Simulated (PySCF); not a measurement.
**wB97X-V/STO-6G run of HNO (SMILES N=O)**

Aim: the energy change on altering one bond length of HNO at wB97X-V/STO-6G, from 2 runs. Input form: a Python script.

The calculation is run with PySCF 2.14.0.

11 further runs of the same task are left out: 11 set aside as unsound or not needed.

### Step 1. Starting point

HNO has 3 atoms, charge 0, and is taken as a singlet. As SMILES, `N=O`. The shape is that of a GFN2-xTB optimisation.

Bond lengths: N1–O2 1.201 Å, N1–H3 1.062 Å. Angles: O2–N1–H3 112.4°.

### Step 2. A single-point energy at wB97X-V/STO-6G

Input file run.py:

```python
# nitroxyl
from pyscf import gto, dft

molecule = gto.M(
    atom='N -0.275940 0.297220 -0.114780; O 0.768580 0.418030 0.466150; H -0.492640 -0.715240 -0.351380',
    charge=0,
    max_memory=1860,
    verbose=3,
    basis='sto-6g',
)

mf = dft.RKS(molecule)
mf.xc = 'wb97x-v'
mf.nlcgrids.level = 1
mf.grids.level = 5
mf.conv_tol = 1e-10
mf.kernel()
if not mf.converged:
    mf = mf.newton().run(mf.mo_coeff, mf.mo_occ)

e_tot = mf.e_tot
print('E = %.10f Eh' % e_tot)
```

Run with:

```sh
$ OMP_NUM_THREADS=1 python run.py
```

The log of the run:

```text
converged SCF energy = -129.915576537414
E = -129.9155765374 Eh
```

Wall time 6.3 s (1 thread of Arm Neoverse V2, shared host); peak memory 0.15 GiB.

### Step 3. The distorted shape

Input file job.py:

```python
from pyscf import gto, dft

mol = gto.M(
    atom='N 0.114115 2.119625 0.311095; O 1.158635 2.240435 0.892025; H -0.492640 -0.715240 -0.351380',
    basis='sto-6g',
    verbose=3,
    max_memory=1860,
)

mf = dft.RKS(mol)
mf.xc = 'wb97x-v'
mf.conv_tol = 1e-10
mf.nlcgrids.level = 1
mf.grids.level = 5
mf.kernel()
if not mf.converged:
    mf = mf.newton().run(mf.mo_coeff, mf.mo_occ)

etot = mf.e_tot
print('E = %.10f Eh' % etot)
```

Run with:

```sh
$ OMP_NUM_THREADS=1 python job.py
```

The log of the run:

```text
converged SCF energy = -129.703435671958
E = -129.7034356720 Eh
```

It took 9 s on 1 thread of Arm Neoverse V2, shared host; peak memory 0.15 GiB.

### Step 4. Summary of results

Level: wB97X-V/STO-6G.

```
                                                         quantity          value
                                        first shape: total energy  -129.91558 Eh
                                       first shape: dipole moment         1.38 D
                                         first shape: HOMO energy       -6.51 eV
                                         first shape: LUMO energy        3.10 eV
                                       first shape: HOMO–LUMO gap        9.61 eV
                                    distorted shape: total energy  -129.70344 Eh
                                   distorted shape: dipole moment         1.69 D
                                     distorted shape: HOMO energy       -4.48 eV
                                     distorted shape: LUMO energy        0.52 eV
                                   distorted shape: HOMO–LUMO gap        5.00 eV
energy change with the N1–H3 bond stretched from 1.062 to 2.974 Å       5.773 eV
```

In words: With the N1–H3 bond stretched from 1.062 to 2.974 Å the energy rises by 5.77 eV (557 kJ/mol). The first shape isn't relaxed at this level, so the change isn't measured from a minimum. A restricted reference can't describe the breaking bond well at this length. The minimal basis adds a large error of its own. Mulliken charges (first shape) run from -0.08 on N1 to +0.14 on H3; they depend strongly on the basis.
